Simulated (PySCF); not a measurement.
Species: C3H4Cl2O.
Z-matrix (Å and degrees, PBE0-D3(BJ)/def2-SVP geometry), rows numbered from 1:
```
Cl
C   1  1.7810
Cl  2  1.7703  1  111.62
C   2  1.5106  1  108.25  3  -124.89
C   4  1.4587  2  123.33  1    95.96
O   4  1.3972  2  117.38  1   165.75
H   2  1.0973  1  106.81  3   115.92
H   4  1.0997  2  111.63  1   -56.63
H   5  1.0967  4  118.86  6   104.02
H   5  1.0956  4  119.21  6  -103.34
```

Method: TDDFT CAM-B3LYP/def2-SVPD, vertical, gas phase, core orbitals frozen in the response (PySCF 2.14.0, density-fitted response routines).

Kohn–Sham orbitals with the atoms that hold most of them (Löwdin shares over 4%, at most four atoms; ? is withheld):

| orbital | ε (eV) | atoms |
| --- | --- | --- |
| HOMO-3 | -10.83 | Cl1 60%, O6 12%, C4 7%, C5 6% |
| HOMO-2 | -10.55 | Cl3 31%, O6 19%, Cl1 12%, C2 10% |
| HOMO-1 | -10.37 | ? |
| HOMO | -9.87 | O6 49%, Cl3 14%, Cl1 10%, C5 7% |
| LUMO | 0.72 | ? |
| LUMO+1 | 1.15 | Cl3 30%, Cl1 17%, C2 16%, C4 8% |
| LUMO+2 | 1.32 | Cl1 33%, Cl3 22%, C2 12%, H7 10% |

Q: Which atoms hold the HOMO-1, and with what shares?

A: Cl3 (bonded to C) 50%; Cl1 (bonded to C) 43%.

Q: Which atoms hold the LUMO, and with what shares?

A: Cl1 (bonded to C) 40%; Cl3 (bonded to C) 27%; C2 (bonded to C, 2 Cl and H) 21%. By element: chlorine 67%, carbon 21% or more.

Q: How does S1 compare with the orbital gap of 10.59 eV?

A: S1 is at 7.03 eV (f = 0.0026), 3.56 eV below the gap, made of HOMO→LUMO (56%), HOMO-2→LUMO (20%), HOMO-3→LUMO (10%). Without the coupling terms of the response equations the lowest excitation would equal the gap.

Next come S2 at 7.20 eV (f 0.018), HOMO-1→LUMO (79%); S3 at 7.40 eV (f 0.0007), HOMO-3→LUMO (27%), HOMO→LUMO+1 (25%), HOMO-4→LUMO (11%); S4 at 7.63 eV (f 0.011), HOMO-1→LUMO+1 (29%), HOMO-4→LUMO (26%), HOMO-5→LUMO (13%); S5 at 7.87 eV (f 0.0056), HOMO→LUMO+1 (37%), HOMO-3→LUMO (27%), HOMO→LUMO (9%).

Löwdin shares depend on the basis, the more so with diffuse functions.

Time: 3.7 min of wall time. Hardware: one thread of an x86-64 server, shared host.

One conformer stands for the species.
